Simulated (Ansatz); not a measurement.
1T (CdI2-type) CdI2, treated with PBE-D4 in Ansatz (plane waves, PAW).

### Question
What does this level give for the interlayer binding energy, layer repeat distance and gap between the layers?

### Answer

interlayer binding energy: 13.7 meV/Å²
layer repeat distance: 6.815 Å
gap between the layers: 3.357 Å

Spin–orbit coupling is not included.

Computed values are for the static lattice.

Computing time: roughly 4 core-minutes.

Ansatz is a program for electronic structure.
